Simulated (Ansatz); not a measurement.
# C4H5N: basis-set convergence

How large a basis does C4H5N need? Two functionals are run in growing sets.

The runs use Ansatz 0.2.0, Gaussian basis; one geometry, several basis sets.

The runs, in order: PBE0-D4/def2-SVP; ωB97M-V/def2-SVP; PBE0-D4/def2-QZVPP; ωB97M-V/def2-QZVPP; the functionals' def2-TZVPP values are taken from earlier runs.

## Step 1: The geometry

An earlier PBE0-D4 in a triple-zeta def2 set relaxation fixed the geometry.

SMILES `C=CN1C=C1`, 10 atoms, charge 0, spin multiplicity 1.

Atoms are counted from 1 here; the program's logs count them from 0.

Bond lengths: C1–C2 1.326 Å, C1–H6 1.082 Å, C1–H7 1.085 Å, C2–N3 1.414 Å, C2–H8 1.087 Å, N3–C4 1.489 Å, N3–C5 1.491 Å, C4–C5 1.272 Å, C4–H9 1.074 Å, C5–H10 1.074 Å. Angles: C2–C1–H6 121.1°, C2–C1–H7 121.5°, H6–C1–H7 117.4°, C1–C2–N3 125.8°, C1–C2–H8 121.3°, N3–C2–H8 112.7°, C2–N3–C4 116.6°, C2–N3–C5 115.7°, C4–N3–C5 50.6°, N3–C4–C5 64.8°, N3–C4–H9 137.8°, C5–C4–H9 157.1°, N3–C5–C4 64.6°, N3–C5–H10 138.7°, C4–C5–H10 156.2°.

Coordinates:

```xyz
10
C4H5N
C    -1.2845   -0.1017   -0.9324
C    -0.3340   -0.8640   -0.4082
N     0.9613   -0.4348   -0.0392
C     1.1119    0.1303    1.3299
C     1.0721    0.9884    0.3913
H    -2.2194   -0.5286   -1.2708
H    -1.1528    0.9692   -1.0496
H    -0.4681   -1.9370   -0.2958
H     1.2406   -0.2347    2.3322
H     1.1559    1.9618   -0.0544
```

## Step 2: PBE0-D4 in def2-SVP

Input file in.yaml:

```yaml
crystal:
  periodic: [false, false, false]
  atoms:
    - {symbol: C, position_ang: [-1.284472, -0.101687, -0.932419]}
    - {symbol: C, position_ang: [-0.334025, -0.863990, -0.408194]}
    - {symbol: N, position_ang: [0.961304, -0.434826, -0.039235]}
    - {symbol: C, position_ang: [1.111943, 0.130331, 1.329885]}
    - {symbol: C, position_ang: [1.072142, 0.988386, 0.391251]}
    - {symbol: H, position_ang: [-2.219425, -0.528639, -1.270815]}
    - {symbol: H, position_ang: [-1.152758, 0.969153, -1.049611]}
    - {symbol: H, position_ang: [-0.468099, -1.936998, -0.295845]}
    - {symbol: H, position_ang: [1.240607, -0.234664, 2.332172]}
    - {symbol: H, position_ang: [1.155882, 1.961833, -0.054388]}
basis:
  gaussian: {orbitals: def2-SVP}
hamiltonian: {xc: pbe0, dispersion: d4}
output: {orbitals: {seedname: orbitals}}
```

On the command line:

```console
$ ansatz run in.yaml --threads 2 --pin off --events-out ev --progress --plain --max-ram 4352MiB
```

The runs that follow: ωB97M-V in def2-SVP; PBE0-D4 in def2-QZVPP; ωB97M-V in def2-QZVPP.

Before running them: what should the planned runs give, taken together? Wanted: PBE0-D4: double and triple zeta above quadruple; ωB97M-V: double and triple zeta above quadruple.

As calculated:

| quantity | value |
| --- | --- |
| PBE0-D4: double and triple zeta above quadruple | 6.67, 0.32 eV |
| ωB97M-V: double and triple zeta above quadruple | 6.94, 0.30 eV |

PBE0-D4 gains 6.35 eV from double to triple zeta, then 0.32 eV more. These are total energies; as a rule much of such shifts cancels in differences, which this series doesn't test.
